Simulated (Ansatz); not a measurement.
**AlH3 (triplet): wave-function methods side by side at scale of all distances = 1.300, cc-pVDZ**

Aim: climb from Hartree-Fock through coupled cluster and multireference methods for AlH3 (triplet) at one geometry and basis, and see what each rung misses.

The runs use Ansatz 0.2.0, Gaussian basis; cc-pVDZ, core rule «outside noble gas», up to 5 orbitals frozen.

Plan: UHF; CCSD(T) on ROHF; CCSD(T) on UHF; BCCD(T) on ROHF; CISD; CCSDT(Q) on ROHF; CCSDT(Q) on UHF; CASSCF and MRCISD+Q, 4 electrons in 4 orbitals; CASSCF and NEVPT2, 4 electrons in 4 orbitals; CASSCF and MRCISD+Q, 6 electrons in 7 orbitals; CASSCF and NEVPT2, 6 electrons in 7 orbitals; Full CI.

19 further runs of the same task are left out: 14 that didn't finish, 5 set aside as unsound or not needed.

## (1) The geometry

The geometry derives from a PBE0/def2-TZVP stationary point (not a proven minimum). All distances are scaled together.

4 atoms, charge 0, spin multiplicity 3.

Atoms are counted from 1 here; the program's logs count them from 0.

No contacts short enough for the rule that draws bonds.

Coordinates:

```xyz
4
AlH3
Al    0.0000    0.0967   -0.1243
H     0.0000   -1.7841   -0.9802
H     0.5468   -0.4027    2.1541
H    -0.5468   -0.4027    2.1541
```

## (2) UHF

in.yaml reads:

```yaml
crystal:
  periodic: [false, false, false]
  atoms:
    - {symbol: Al, position_ang: [0.000000, 0.096737, -0.124323]}
    - {symbol: H, position_ang: [0.000000, -1.784132, -0.980177]}
    - {symbol: H, position_ang: [0.546845, -0.402705, 2.154088]}
    - {symbol: H, position_ang: [-0.546845, -0.402705, 2.154088]}
basis:
  gaussian: {orbitals: cc-pVDZ}
magnetization: {spin_polarized: true, initial_magnetization: 2}
hamiltonian: {xc: hf}
output: {orbitals: {seedname: orbitals}}
```

Started as:

```bash
ansatz run in.yaml --threads 1 --pin off --events-out ev --progress --plain --max-ram 2393MiB
```

The runs that follow: CCSD(T) on ROHF; CCSD(T) on UHF; BCCD(T) on ROHF; CISD; CCSDT(Q) on ROHF; CCSDT(Q) on UHF; CASSCF and MRCISD+Q, 4 electrons in 4 orbitals; CASSCF and NEVPT2, 4 electrons in 4 orbitals; CASSCF and MRCISD+Q, 6 electrons in 7 orbitals; CASSCF and NEVPT2, 6 electrons in 7 orbitals; Full CI.

Before running them: what should the planned runs give, taken together? Wanted: FCI below the RHF energy; RMP2 from FCI; UMP2 from FCI; RCCSD from FCI; RCCSD(T) from FCI; UCCSD(T) from FCI; RCCSDT(Q) from FCI; UCCSDT(Q) from FCI; MRCISD+Q pair from FCI.

**Answer**, as computed:

```
                         quantity                                                                                               value
         FCI below the RHF energy                                                                                          -2.9454 eV
                    RMP2 from FCI                                                                                          +961.0 meV
                    UMP2 from FCI                                                                                          +918.3 meV
                   RCCSD from FCI                                                                                          +102.9 meV
                RCCSD(T) from FCI                                                                                           +32.1 meV
                UCCSD(T) from FCI                                                                                           +29.5 meV
               RCCSDT(Q) from FCI                                                                                            +0.8 meV
               UCCSDT(Q) from FCI                                                                                             0.0 meV
           MRCISD+Q pair from FCI                                                                                            -7.8 meV
          NEVPT2 valence from FCI                                                                                          +409.9 meV
        MRCISD+Q valence from FCI                                                                                           +21.0 meV
levels within 1 kcal/mol (43 meV)  RCCSD(T), UCCSD(T), BCCD(T), RCCSDT, UCCSDT, RCCSDT(Q), UCCSDT(Q), MRCISD+Q pair, MRCISD+Q valence
                    T1 diagnostic                                                                                               0.058
   effectively unpaired electrons                                                                                                2.08
```

**Reading.** RCCSD(T) lands +32.1 meV from the yardstick (1.1 % of the correlation energy). MRCISD+Q pair falls below full CI: the +Q correction isn't variational, and the cores differ from full CI's. The occupations are near whole numbers, but T1 = 0.058 shows that the orbitals relax strongly. Of the multireference levels listed MRCISD+Q pair comes nearest in total energy (-7.8 meV), which doesn't show that its space is the better one. These misses are within one basis, not against nature; the frozen cores of restricted and unrestricted runs differ, which can shift their rows.
